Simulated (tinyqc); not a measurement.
Inside a calculation. Method: MP2 on RHF in the sto-3g basis, for HF, spin multiplicity 1. One step of it, computed by the program tinyqc.

Problem. Second-order Moller-Plesset energy. E2 = sum_ijab (ia|jb) [2 (ia|jb) - (ib|ja)] / (e_i + e_j - e_a - e_b) over occupied i, j and virtual a, b; the opposite-spin part is (ia|jb)^2 / denominator, the rest is same-spin, and SCS-MP2 scales them by 6/5 and 1/3.

orbital energies (hartree): MO1 -25.894221, MO2 -1.497009, MO3 -0.605494, MO4 -0.467342, MO5 -0.467342, MO6 0.706442

Two-electron integrals over orbitals (pq|rs), unique and non-zero (hartree):
```
(11|11) 5.361406    (21|11) -0.496553   (21|21) 0.073029    (22|11) 1.188625
(22|21) -0.018064   (22|22) 0.859404    (31|11) 0.182012    (31|21) -0.023866
(31|22) 0.016476    (31|31) 0.025976    (32|11) -0.142235   (32|21) 0.010010
(32|22) -0.000140   (32|31) 0.021029    (32|32) 0.158415    (33|11) 1.050596
(33|21) -0.012722   (33|22) 0.770555    (33|31) -0.007258   (33|32) -0.064541
(33|33) 0.809403    (41|41) 0.029640    (42|41) 0.038540    (42|42) 0.176825
(43|41) -0.013109   (43|42) -0.047440   (43|43) 0.054057    (44|11) 1.263996
(44|21) -0.014132   (44|22) 0.872866    (44|31) 0.005259    (44|32) -0.075501
(44|33) 0.783190    (44|44) 0.997514    (51|51) 0.029640    (52|51) 0.038540
(52|52) 0.176825    (53|51) -0.013109   (53|52) -0.047440   (53|53) 0.054057
(54|54) 0.053770    (55|11) 1.263996    (55|21) -0.014132   (55|22) 0.872866
(55|31) 0.005259    (55|32) -0.075501   (55|33) 0.783190    (55|44) 0.889973
(55|55) 0.997514    (61|11) 0.190103    (61|21) -0.030946   (61|22) -0.001457
(61|31) -0.006625   (61|32) -0.025332   (61|33) 0.015701    (61|44) 0.005090
(61|55) 0.005090    (61|61) 0.028570    (62|11) -0.277601   (62|21) 0.005671
(62|22) -0.141463   (62|31) -0.020346   (62|32) -0.032620   (62|33) -0.049552
(62|44) -0.141803   (62|55) -0.141803   (62|61) 0.013934    (62|62) 0.101084
(63|11) -0.328242   (63|21) 0.005932    (63|22) -0.137765   (63|31) 0.002525
(63|32) 0.091416    (63|33) -0.134640   (63|44) -0.176045   (63|55) -0.176045
(63|61) -0.006668   (63|62) 0.061786    (63|63) 0.153822    (64|41) -0.012121
(64|42) -0.046912   (64|43) -0.010615   (64|64) 0.032548    (65|51) -0.012121
(65|52) -0.046912   (65|53) -0.010615   (65|65) 0.032548    (66|11) 0.901075
(66|21) -0.008636   (66|22) 0.698151    (66|31) 0.018170    (66|32) 0.078812
(66|33) 0.668471    (66|44) 0.658187    (66|55) 0.658187    (66|61) -0.010243
(66|62) -0.069888   (66|63) -0.010404   (66|66) 0.720283
```

Hartree-Fock energy = -98.55345898 hartree

Give: Terms; Pair energies; MP2 correlation energy; SCS-MP2 correlation energy; MP2 total energy.

Solution.

Terms:
```
i  j  a  b  (ia|jb)  (ib|ja)  denominator       term
3  3  6  6   0.1538   0.1538      -2.6239    -0.0090
2  2  6  6   0.1011   0.1011      -4.4069    -0.0023
2  3  6  6   0.0618   0.0618      -3.5154    -0.0011
3  2  6  6   0.0618   0.0618      -3.5154    -0.0011
5  5  6  6   0.0325   0.0325      -2.3476  -4.51e-04
4  4  6  6   0.0325   0.0325      -2.3476  -4.51e-04
1  1  6  6   0.0286   0.0286     -53.2013  -1.53e-05
2  1  6  6   0.0139   0.0139     -28.8041  -6.74e-06
1  2  6  6   0.0139   0.0139     -28.8041  -6.74e-06
1  3  6  6  -0.0067  -0.0067     -27.9126  -1.59e-06
3  1  6  6  -0.0067  -0.0067     -27.9126  -1.59e-06
```

Pair energies (hartree; pair i-j sums ij and ji):
```
pair  opposite spin  same spin
1-1       -1.53e-05     0.0000
2-1       -1.35e-05     0.0000
2-2         -0.0023     0.0000
3-1       -3.19e-06     0.0000
3-2         -0.0022     0.0000
3-3         -0.0090     0.0000
4-4       -4.51e-04     0.0000
5-5       -4.51e-04     0.0000
```

MP2 correlation energy = -0.014443 hartree

SCS-MP2 correlation energy = -0.017331 hartree

MP2 total energy = -98.567902 hartree
